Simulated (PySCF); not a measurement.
# H···Na+···H: magnetic exchange

What do calculations give for the magnetic exchange of H···Na+···H?

Computed with PySCF 2.14.0 and routines of our own; the level stands in each step. Atoms count from 0.

## (1) The starting structure

3 atoms, charge 1, high-spin multiplicity 3; geometry from: GFN2-xTB fragments, placed rigidly.

The system (radical pair across a spacer): H···Na+···H. The radical centres are 4.53 Å apart; the spin sites are atom 0 (1 unpaired) and atom 1 (1 unpaired).

## (2) Magnetic exchange: CASSCF and SC-NEVPT2/def2-TZVP (2,2)

The job: settings as JSON, then the geometry in Å.

```
{"job": {"kind": "cas", "basis": "def2-TZVP", "active": "magnetic", "zfs": true}, "charge": 1, "high_spin_multiplicity": 3, "spin_sites": [[[0], 1], [[1], 1]]}
H      0.000000     0.000000    -2.265500
H      0.000000     0.000000     2.265500
Na     0.000000     0.000000     0.000000
```

With the program's defaults for keys left out, this is: CASSCF and SC-NEVPT2/def2-TZVP spin states, gas phase.

The run is started by

```bash
$ OMP_NUM_THREADS=1 python exch_run.py task.json out
```

One launch serves the whole session: the jobs run in the order shown.

The log of the run:

```text
start orbitals: natural orbitals of the high-spin HF determinant (converged)
active space: 2 electrons in 2 orbitals, 5 closed; orbitals optimised for multiplicities 3 1
macro   0  E = -162.6703642388  dE =  0.000e+00  |g| = 2.782e-03
macro   1  E = -162.6703659417  dE = -1.703e-06  |g| = 2.576e-04
macro   2  E = -162.6703659656  dE = -2.395e-08  |g| = 3.407e-05
CASSCF converged, mean energy = -162.6703659656
2S+1 = 3  root 0  E(CAS) = -162.67032956  E(NEVPT2) = -162.83025824  occupations 1.000 1.000
2S+1 = 1  root 0  E(CAS) = -162.67040237  E(NEVPT2) = -162.83034328  occupations 1.032 0.968
2S+1 = 1  root 1  E(CAS) = -162.16192895  E(NEVPT2) = -162.53120470  occupations 1.000 1.000
2S+1 = 1  root 2  E(CAS) = -162.16174158  E(NEVPT2) = -162.53393943  occupations 1.032 0.968
D(spin-spin) = -0.0320 cm-1, E/D = 0.000
D(spin-orbit) = 0.0000 cm-1, D(total) = -0.0320 cm-1, E/D = 0.000
```

It took 0.6 s on 1 thread of Arm Neoverse N1, shared host.

From this job:

| quantity | value |
| --- | --- |
| J (CASSCF) | -8 cm⁻¹ |
| J (NEVPT2) | -9 cm⁻¹ |
| low less high spin (NEVPT2) | -0.1 kcal/mol |
| diradical index y0 | 0.97 |
| zero-field D | -0.032 cm⁻¹ |

Mulliken spin populations of the high-spin state:

| atom | value (e) |
| --- | --- |
| H0 | 0.89 |
| H1 | 0.89 |
| Na2 | 0.21 |

## (3) Magnetic exchange: HF/def2-TZVP

The job: settings as JSON, then the geometry in Å.

```
{"job": {"kind": "bs", "xc": "HF", "basis": "def2-TZVP", "rks": true}, "charge": 1, "high_spin_multiplicity": 3, "spin_sites": [[[0], 1], [[1], 1]]}
H      0.000000     0.000000    -2.265500
H      0.000000     0.000000     2.265500
Na     0.000000     0.000000     0.000000
```

With the program's defaults for keys left out, this is: HF/def2-TZVP high-spin, broken-symmetry and restricted single points, gas phase.

The log of the run:

```text
high-spin state, multiplicity 3
final grid: 22064 points
cycle   1  E = -162.6195006030  dE = -1.210e-01  |g| = 1.517e-01  |ddm| = 6.900e-01
cycle   2  E = -162.6635540942  dE = -4.405e-02  |g| = 5.750e-02  |ddm| = 2.184e-01
cycle   3  E = -162.6702825870  dE = -6.728e-03  |g| = 7.655e-03  |ddm| = 1.284e-01
cycle   4  E = -162.6703296650  dE = -4.708e-05  |g| = 1.903e-03  |ddm| = 1.088e-02
cycle   5  E = -162.6703348859  dE = -5.221e-06  |g| = 2.993e-04  |ddm| = 5.058e-03
cycle   6  E = -162.6703350261  dE = -1.401e-07  |g| = 5.315e-05  |ddm| = 1.010e-03
cycle   7  E = -162.6703350313  dE = -5.248e-09  |g| = 5.637e-06  |ddm| = 2.279e-04
converged SCF energy = -162.6703350313

broken-symmetry state, M_S = 0, start: spins of the second site flipped
final grid: 22064 points
cycle   1  E = -162.6703681225  dE = -6.548e-05  |g| = 1.236e-03  |ddm| = 6.556e-03
cycle   2  E = -162.6703706802  dE = -2.558e-06  |g| = 2.853e-04  |ddm| = 1.184e-03
cycle   3  E = -162.6703708178  dE = -1.376e-07  |g| = 2.785e-05  |ddm| = 3.976e-04
cycle   4  E = -162.6703708187  dE = -9.719e-10  |g| = 4.072e-06  |ddm| = 7.015e-05
converged SCF energy = -162.6703708187

<S^2> high spin = 2.0000, broken symmetry = 0.9997
E(HS) - E(BS) = 7.85 cm-1
J_noodleman = -7.85 cm-1
J_unprojected = -3.93 cm-1
J_yamaguchi = -7.85 cm-1

restricted closed-shell singlet
final grid: 22064 points
cycle   1  E = -162.4529640717  dE = -2.899e-02  |g| = 3.560e-02  |ddm| = 3.286e-01
cycle   2  E = -162.4545695895  dE = -1.606e-03  |g| = 1.060e-02  |ddm| = 8.383e-02
cycle   3  E = -162.4547437753  dE = -1.742e-04  |g| = 2.023e-03  |ddm| = 3.760e-02
cycle   4  E = -162.4547489732  dE = -5.198e-06  |g| = 4.367e-04  |ddm| = 8.139e-03
cycle   5  E = -162.4547490712  dE = -9.799e-08  |g| = 4.147e-05  |ddm| = 1.182e-03
cycle   6  E = -162.4547490727  dE = -1.507e-09  |g| = 2.347e-06  |ddm| = 1.949e-04
converged SCF energy = -162.4547490727
```

Run time: 0.2 s. Hardware: 1 thread of Arm Neoverse N1, shared host.

Key values:

| quantity | value |
| --- | --- |
| J (Yamaguchi) | -8 cm⁻¹ |
| low less high spin, projected | 0.0 kcal/mol |
| closed shell less high spin (no spin gap: the broken-symmetry state lies far lower) | 135.3 kcal/mol |

## (4) Magnetic exchange: B3LYP/def2-TZVP

The job: settings as JSON, then the geometry in Å.

```
{"job": {"kind": "bs", "xc": "B3LYP", "grid": 1, "basis": "def2-TZVP", "rks": true}, "charge": 1, "high_spin_multiplicity": 3, "spin_sites": [[[0], 1], [[1], 1]]}
H      0.000000     0.000000    -2.265500
H      0.000000     0.000000     2.265500
Na     0.000000     0.000000     0.000000
```

Method: B3LYP/def2-TZVP high-spin, broken-symmetry and restricted single points, gas phase.

The log of the run:

```text
high-spin state, multiplicity 3
final grid: 11056 points
cycle   1  E = -163.1006036942  dE = -2.744e-03  |g| = 3.025e-02  |ddm| = 9.178e-02
cycle   2  E = -163.1007112473  dE = -1.076e-04  |g| = 2.210e-02  |ddm| = 2.645e-02
cycle   3  E = -163.1008233088  dE = -1.121e-04  |g| = 2.836e-04  |ddm| = 1.028e-02
cycle   4  E = -163.1008233626  dE = -5.375e-08  |g| = 6.910e-06  |ddm| = 5.807e-04
cycle   5  E = -163.1008233626  dE = -3.757e-11  |g| = 6.733e-07  |ddm| = 1.954e-05
converged SCF energy = -163.1008233626

broken-symmetry state, M_S = 0, start: spins of the second site flipped
final grid: 11056 points
cycle   1  E = -163.1010074366  dE = -2.195e-04  |g| = 8.458e-04  |ddm| = 1.666e-02
cycle   2  E = -163.1010097307  dE = -2.294e-06  |g| = 1.148e-04  |ddm| = 1.909e-03
cycle   3  E = -163.1010097743  dE = -4.354e-08  |g| = 1.515e-05  |ddm| = 3.006e-04
cycle   4  E = -163.1010097743  dE = -5.463e-11  |g| = 8.959e-06  |ddm| = 1.468e-05
converged SCF energy = -163.1010097743

<S^2> high spin = 2.0000, broken symmetry = 0.9983
E(HS) - E(BS) = 40.91 cm-1
J_noodleman = -40.91 cm-1
J_unprojected = -20.46 cm-1
J_yamaguchi = -40.84 cm-1

restricted closed-shell singlet
final grid: 11056 points
cycle   1  E = -163.0125779468  dE = -5.247e-03  |g| = 1.621e-02  |ddm| = 2.053e-01
cycle   2  E = -163.0127231684  dE = -1.452e-04  |g| = 6.500e-03  |ddm| = 3.783e-02
cycle   3  E = -163.0127317467  dE = -8.578e-06  |g| = 2.044e-03  |ddm| = 6.487e-03
cycle   4  E = -163.0127322616  dE = -5.149e-07  |g| = 1.844e-05  |ddm| = 1.093e-03
cycle   5  E = -163.0127322618  dE = -1.611e-10  |g| = 6.542e-07  |ddm| = 3.186e-05
converged SCF energy = -163.0127322618
```

Run time: 0.8 s. Hardware: 1 thread of Arm Neoverse N1, shared host.

In short:

| quantity | value |
| --- | --- |
| J (Yamaguchi) | -41 cm⁻¹ |
| low less high spin, projected | -0.2 kcal/mol |
| closed shell less high spin (no spin gap: the broken-symmetry state lies far lower) | 55.3 kcal/mol |

## (5) Magnetic exchange: TPSSh/pcseg-1, X2C

The job: settings as JSON, then the geometry in Å.

```
{"job": {"kind": "bs", "xc": "TPSSh", "basis": "pcseg-1", "rks": true, "grid": 2, "x2c": true}, "charge": 1, "high_spin_multiplicity": 3, "spin_sites": [[[0], 1], [[1], 1]]}
H      0.000000     0.000000    -2.265500
H      0.000000     0.000000     2.265500
Na     0.000000     0.000000     0.000000
```

With the program's defaults for keys left out, this is: TPSSh/pcseg-1 high-spin, broken-symmetry and restricted single points, scalar X2C, gas phase.

The log of the run:

```text
high-spin state, multiplicity 3
coarse grid: 11056 points
cycle   1  E = -163.2617859303  dE =  9.769e-02  |g| = 9.970e-02  |ddm| = 7.740e-01
cycle   2  E = -163.2781676036  dE = -1.638e-02  |g| = 4.131e-03  |ddm| = 2.575e-01
cycle   3  E = -163.2781908224  dE = -2.322e-05  |g| = 2.780e-04  |ddm| = 1.190e-02
cycle   4  E = -163.2781908885  dE = -6.613e-08  |g| = 2.384e-05  |ddm| = 5.709e-04
final grid: 22064 points
cycle   5  E = -163.2781931005  dE = -1.313e-09  |g| = 4.011e-06  |ddm| = 7.743e-05
converged SCF energy = -163.2781931005

broken-symmetry state, M_S = 0, start: spins of the second site flipped
final grid: 22064 points
cycle   1  E = -163.2782691446  dE = -1.391e-04  |g| = 3.006e-04  |ddm| = 1.620e-02
cycle   2  E = -163.2782694272  dE = -2.825e-07  |g| = 2.110e-05  |ddm| = 7.777e-04
cycle   3  E = -163.2782694285  dE = -1.356e-09  |g| = 1.110e-06  |ddm| = 6.332e-05
converged SCF energy = -163.2782694285

<S^2> high spin = 2.0000, broken symmetry = 0.9992
E(HS) - E(BS) = 16.75 cm-1
J_noodleman = -16.75 cm-1
J_unprojected = -8.38 cm-1
J_yamaguchi = -16.74 cm-1

restricted closed-shell singlet
final grid: 22064 points
cycle   1  E = -163.1908520284  dE = -4.762e-03  |g| = 1.277e-02  |ddm| = 2.347e-01
cycle   2  E = -163.1910129220  dE = -1.609e-04  |g| = 2.756e-03  |ddm| = 4.885e-02
cycle   3  E = -163.1910192361  dE = -6.314e-06  |g| = 1.256e-04  |ddm| = 8.030e-03
cycle   4  E = -163.1910124182  dE =  6.818e-06  |g| = 3.243e-03  |ddm| = 3.692e-03
cycle   5  E = -163.1910192453  dE = -6.827e-06  |g| = 1.575e-05  |ddm| = 3.591e-03
cycle   6  E = -163.1910192455  dE = -1.561e-10  |g| = 4.832e-08  |ddm| = 2.143e-05
converged SCF energy = -163.1910192455
```

It took 1.4 s on 1 thread of Arm Neoverse N1, shared host.

In short:

| quantity | value |
| --- | --- |
| J (Yamaguchi) | -17 cm⁻¹ |
| low less high spin, projected | -0.1 kcal/mol |
| closed shell less high spin (no spin gap: the broken-symmetry state lies far lower) | 54.7 kcal/mol |

## (6) Spin gaps side by side

J for H = −2J S1·S2; the gap is low spin less high spin (projected; unprojected where the broken-symmetry state collapsed; or NEVPT2):

| step | level | geometry | J (cm⁻¹) | gap (kcal/mol) | time |
| --- | --- | --- | --- | --- | --- |
| 2 | CASSCF and SC-NEVPT2/def2-TZVP (2,2) | one | -9 | -0.1 | 0.6 s |
| 3 | HF/def2-TZVP | one | -8 | 0.0 | 0.2 s |
| 4 | B3LYP/def2-TZVP | one | -41 | -0.2 | 0.8 s |
| 5 | TPSSh/pcseg-1, X2C | one | -17 | -0.1 | 1.4 s |

CASSCF times leave out a start SCF that an earlier step had already made.

## (7) Summary of results

| quantity | value |
| --- | --- |
| J (CASSCF) (step 2, CASSCF and SC-NEVPT2/def2-TZVP (2,2)) | -8 cm⁻¹ |
| J (NEVPT2) (step 2, CASSCF and SC-NEVPT2/def2-TZVP (2,2)) | -9 cm⁻¹ |
| low less high spin (NEVPT2) (step 2, CASSCF and SC-NEVPT2/def2-TZVP (2,2)) | -0.1 kcal/mol |
| diradical index y0 (step 2, CASSCF and SC-NEVPT2/def2-TZVP (2,2)) | 0.97 |
| J | -41 (B3LYP/def2-TZVP) to -8 cm⁻¹ (HF/def2-TZVP) |

In words: The levels with a meaningful J put the low-spin state lower (antiferromagnetic coupling), from -41 to -8 cm⁻¹. The functionals give up to 4 times the NEVPT2 value: they tend to spread the spin over bridges and ligands, while a small active space tends to give too little.
